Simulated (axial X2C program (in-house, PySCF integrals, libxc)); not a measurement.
**Correcting the dissociation energy of NaS for spin–orbit coupling**

A spin-free CCSD(T) curve (one-electron X2C) was computed with an axial X2C code built on PySCF integrals, basis S dyall-av3z [9s8p3d2f], Na dyall-cv3z [9s8p5d2f] (cores contracted in-house), for the state M_S = 1/2, Λ = 1 (beyond evenly filled blocks: π+α, π+β, π-α). It gives D0 = 2.441 eV to S + Na, which in a spin-free picture are the weighted means of the ground terms.

Correlated methods: 15 electrons correlated (number of frozen shells: S 2 s, 1 p; Na 1 s), 219 virtual spin orbitals or spinors in MP2, 90 natural virtuals in coupled cluster.

Measured levels of the ground terms (NIST Handbook of Basic Atomic Spectroscopic Data), in cm⁻¹: S 3P: J = 2 at 0, J = 1 at 396.1, J = 0 at 573.6; Na 2S: J = 1/2 at 0.

The two components of the molecular doublet are 336 cm⁻¹ apart in the PBE0 2c search (Ω = 3/2 lower), so the lower one lies 168 cm⁻¹ under their mean.

Problem. How far does each ground level lie under the (2J+1)-weighted mean of its term?

Solution. S: (5 × 0 + 3 × 396.1 + 1 × 573.6)/9 = 196 cm⁻¹; Na: a single level, 0.

Problem. Correct D0.

Solution. D0 = 2.441 + (168 − 196)/8065.5 = 2.438 eV at CCSD(T) with these spin–orbit terms. The direct two-component run gives 2.437 eV; the difference holds second-order terms in the molecule, scalar two-electron terms, the gap between measured and computed atomic splittings (a 2c atom can miss part of its lowering) and, in coupled cluster, the truncation of each run.

Second-order spin–orbit effects in the molecule, which grow quickly with Z, are left out. The state is one determinant whose occupation by symmetry is held fixed; it was picked as the lowest of a PBE0 search that is not exhaustive. Dissociation energies refer to the lowest single-determinant-based atoms at the same level and basis. CCSD and (T) use frozen natural virtuals with an MP2 correction for the truncation; (T) itself is uncorrected, so its De runs slightly low.
